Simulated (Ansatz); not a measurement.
Level of theory: Ansatz (a program for electronic structure) with frozen-core CCSD(T)/def2-TZVPP // PBE0-D4/def2-SVP.

Ansatz 0.2 input:
```yaml
crystal:
  periodic: [false, false, false]
  atoms:
    - { symbol: C, position_ang: [-1.152831, 0.001743, 0.149662] }
    - { symbol: O, position_ang: [0.035416, -0.581756, 0.575893] }
    - { symbol: C, position_ang: [1.15593, -0.076663, -0.074825] }
    - { symbol: H, position_ang: [-1.978844, -0.454828, 0.713348] }
    - { symbol: H, position_ang: [-1.335408, -0.162465, -0.932377] }
    - { symbol: H, position_ang: [-1.169921, 1.096441, 0.329807] }
    - { symbol: H, position_ang: [1.115388, -0.245632, -1.170689] }
    - { symbol: H, position_ang: [1.280978, 1.013192, 0.091564] }
    - { symbol: H, position_ang: [2.042384, -0.591465, 0.32227] }
basis:
  gaussian: { orbitals: def2-TZVPP }
correlation:
  method: ccsd_t
```

Output:

```
Functional definition: HF
1042 factors; integrals over basis functions are off by at most 1.1e-3 eV
mean field evaluation 1: about -4192.2445 eV, gradient 2.8e1 eV
mean field evaluation 2: about -4192.2480 eV, gradient 2.8e1 eV
mean field evaluation 4: about -4194.0971 eV, gradient 4.0e0 eV
mean field evaluation 8: about -4194.1323 eV, gradient 8.0e-5 eV
mean field evaluation 16: about -4194.1288 eV, gradient 1.6e-1 eV
mean field -4194.13225357 eV, -154.1315174339 hartree, gradient 9.3e-7 eV, S^2 0.000000; 0 other end points of the search recorded, 0 dependent functions left out
3 core orbitals not correlated
reference -4194.13225357 eV, -154.1315174339 hartree; 10, 10 occupied and 164, 164 virtual orbitals, 1042 factors
second order -16.22351157 eV of doubles, -0.00000000 eV of singles
cycle   1  -16.59730530 eV  change   -3.7e-1 eV  update   7.8e-2
cycle   2  -16.98480487 eV  change   -3.9e-1 eV  update   2.2e-2
cycle   3  -17.06207099 eV  change   -7.7e-2 eV  update   1.0e-2
cycle   4  -17.05790092 eV  change    4.2e-3 eV  update   2.1e-3
cycle   5  -17.05809740 eV  change   -2.0e-4 eV  update   8.3e-4
cycle   6  -17.05847037 eV  change   -3.7e-4 eV  update   2.3e-4
cycle   7  -17.05838146 eV  change    8.9e-5 eV  update   8.7e-5
cycle   8  -17.05836366 eV  change    1.8e-5 eV  update   2.8e-5
cycle   9  -17.05836930 eV  change   -5.6e-6 eV  update   8.0e-6
perturbative correction -0.60189149 eV, -0.0221191041 hartree
Total energy: -4211.79251436 eV, -154.7805200471 hartree
```

Cost: about 24 core-seconds (a rough figure).
